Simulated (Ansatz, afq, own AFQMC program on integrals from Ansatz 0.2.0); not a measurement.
Integrals from Ansatz 0.2.0, then the random walk in our own AFQMC program (afq).

```yaml
crystal:
  periodic: [false, false, false]
  atoms:
    - {symbol: Sc, position_ang: [0.000000, 0.000000, 0.000000]}
basis:
  gaussian: {orbitals: def2-SVP}
magnetization: {spin_polarized: true, initial_magnetization: 1}
correlation: {method: ccsd_t, electrons: outside_noble_gas, hamiltonian_folder: ham}
```

```sh
$ ansatz run in.yaml --threads 1 --pin off --events-out ev --progress --plain --max-ram 1843MiB
```

afq runs on the folder ham with

```
--method phaseless --trial cisd --walkers 140 --populations 1 --least-time 40 --time-step 0.005 --steps-per-block 50 --equilibration-blocks 40 --max-blocks 300 --target-error 0.00021 --factor-cut 1e-05 --start spin_pure --seed 5192 --release-times 0.24,0.5,1,1.5 --release-step 0.02 --release-every 4 --taylor-order 6
```

Times are imaginary, in 1/Eh. The walk had a cap of 507 s.

```
orbitals 22  electrons 2 1  factors 170 of 230
reference energy -759.62861599 Eh
CCSD correlation -0.03399640 Eh in 13 cycles, weight of the determinant in the CISD state 0.9209
energy of the start -759.662609 Eh
 block  time / (1/Eh)  mean weight  energy / Eh
     1     0.250  0.9999  -759.662617
     2     0.500  1.0002  -759.662654
     3     0.750  0.9999  -759.662695
     4     1.000  0.9999  -759.662752
     5     1.250  1.0000  -759.662818
     7     1.750  1.0003  -759.662910
     9     2.250  0.9999  -759.663106
    11     2.750  0.9998  -759.663043
    21     5.250  1.0003  -759.663145
    31     7.750  1.0002  -759.663256
    41    10.250  0.9999  -759.663327
    51    12.750  0.9985  -759.663458
    61    15.250  1.0002  -759.662565
    71    17.750  1.0000  -759.663140
    81    20.250  0.9933  -759.663642
    91    22.750  1.0000  -759.662819
   101    25.250  0.9994  -759.662972
   111    27.750  0.9997  -759.662984
   121    30.250  1.0015  -759.663417
   131    32.750  1.0006  -759.662878
   141    35.250  0.9993  -759.663200
   151    37.750  1.0005  -759.664016
   156    39.000  1.0007  -759.664904
   161    40.250  1.0008  -759.663242
   171    42.750  1.0000  -759.663925
   181    45.250  0.9999  -759.662837
   191    47.750  0.9992  -759.663492
   196    49.000  1.0007  -759.662898
blocks merged  error / Eh  count
     1  0.000039  160
     2  0.000050  80
     4  0.000062  40
     8  0.000074  20
    16  0.000073  10
released: time / (1/Eh)  energy / Eh  error  mean overlap
  0.24  -759.663301  0.000093  0.9994
  0.50  -759.663366  0.000086  0.9993
  1.00  -759.663388  0.000093  1.0000
  1.50  -759.663451  0.000067  0.9998
energy -759.663246 +/- 0.000074 Eh
(rows thinned)
```

(1) Estimate how long the walk took on 1 thread of Arm Neoverse N1, on a shared host.

The run passed its tests (sampling time, drift between the halves within three errors, error under three times the target), which doesn't prove that it has relaxed.

Against this walk (error 2.0 meV) on the same determinant: CCSD(T) 1.9 meV higher (within the noise), full CI for this spin (own frozen core, lowest symmetry allowed) 15.5 meV higher. The error is statistical and leaves out the bias of the constraint. None of these is a sure reference here. Released to 1.50 1/Eh the energy lies 6 ± 3 meV (both errors) below the phaseless value, which shows part or all of the bias of the constraint, and CCSD(T) lies 7.5 meV above the released value.

Cautions: constraint bias not in the error; no relativity below Rb; outer-core shells of the metal frozen.

Results:

(1) 2.9 min of wall time.

A walk keeps the symmetry of its determinant, which the program's search chose and which needn't be the lowest solution, so a lower state of the same spin and another symmetry isn't excluded.
